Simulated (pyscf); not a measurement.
Structures and frequencies: ωB97X-D3(BJ)/def2-SVP in PySCF.

### Question
HO–AsH–OH + silane (SiH₄) → HO–As(OH)–SiH₃ + hydrogen (H₂)
Surface: singlet. Broken: As–H, H–Si. Formed: As–Si, H–H. Give ΔE‡ and ΔE from ωB97M-D3(BJ)/def2-TZVP, relative to the separated reactants.

### Answer
ΔE‡ = 216.6 kJ/mol, ΔE = +17.7 kJ/mol. Zero-point energy shifts the barrier by -5.4 kJ/mol. It is a four-centre exchange, with an imaginary mode of 1271i cm⁻¹. The same reactants have a lower exit, to HO–SiH₃ + HO–AsH₂ (barrier +154.7 kJ/mol at ωB97M-D3(BJ), against +216.6 kJ/mol here). HO–As(OH)–SiH₃ lies 75.3 kJ/mol over its isomer HO–SiH₂–AsH–OH, and others may lie lower still (electronic energy, ωB97M-D3(BJ)). This is the saddle that the search found; another between the same sides may lie lower. Elements up to Kr have no core potential and no relativistic terms here.
